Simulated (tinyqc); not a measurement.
Inside a calculation (part 2 of 2). Method: RHF in the sto-6g basis, for H2O, spin multiplicity 1. Computed by tinyqc, a small Python program that keeps every step (integrals from PySCF). Command: `OMP_NUM_THREADS=1 python tinyqc.py 29558 29559 out.jsonl` (the two numbers bound the seeds that draw the settings). One thread of a shared host (Intel(R) Xeon(R) Processor @ 2.60GHz), about 0.1 s of CPU time with the checks.

Geometry (angstrom):
```
atom       x        y       z
O     0.0000   0.0000  0.0000
H     0.0000   0.8490  0.7050
H     0.0000  -0.8490  0.7050
```

## Populations, bond orders and dipole

D after iteration 11, order 1O 1s, 1O 2s, 1O 2px, 1O 2py, 1O 2pz, 2H 1s, 3H 1s:
```
[[2.1064, -0.4610, 0.0000, 0.0000, 0.0945, -0.0102, -0.0102],
 [-0.4610, 2.0471, 0.0000, 0.0000, -0.5553, -0.0744, -0.0744],
 [0.0000, 0.0000, 2.0000, 0.0000, 0.0000, 0.0000, 0.0000],
 [0.0000, 0.0000, 0.0000, 0.7603, 0.0000, 0.5569, -0.5569],
 [0.0945, -0.5553, 0.0000, 0.0000, 1.1041, 0.5173, 0.5173],
 [-0.0102, -0.0744, 0.0000, 0.5569, 0.5173, 0.6698, -0.1460],
 [-0.0102, -0.0744, 0.0000, -0.5569, 0.5173, -0.1460, 0.6698]]
```

overlap S, order 1O 1s, 1O 2s, 1O 2px, 1O 2py, 1O 2pz, 2H 1s, 3H 1s:
```
[[1.0000, 0.2311, 0.0000, 0.0000, 0.0000, 0.0396, 0.0396],
 [0.2311, 1.0000, 0.0000, 0.0000, 0.0000, 0.3863, 0.3863],
 [0.0000, 0.0000, 1.0000, 0.0000, 0.0000, 0.0000, 0.0000],
 [0.0000, 0.0000, 0.0000, 1.0000, 0.0000, 0.2606, -0.2606],
 [0.0000, 0.0000, 0.0000, 0.0000, 1.0000, 0.2164, 0.2164],
 [0.0396, 0.3863, 0.0000, 0.2606, 0.2164, 1.0000, 0.1919],
 [0.0396, 0.3863, 0.0000, -0.2606, 0.2164, 0.1919, 1.0000]]
```

Mulliken: Z minus the diagonal of D S on the atom; Loewdin: the same with S^(1/2) D S^(1/2); Mayer order: 2 sum_s sum (D(s) S)_ij (D(s) S)_ji over the two atoms.

Charges (e):
```
atom  Mulliken  Loewdin
1O     -0.2606  -0.1914
2H      0.1303   0.0957
3H      0.1303   0.0957
```

Mayer bond orders:
```
pair   order
2-1   0.9767
3-1   0.9767
3-2   0.0064
```

dipole moment about the origin, x y z (debye): [0.0000, 0.0000, 1.5867]
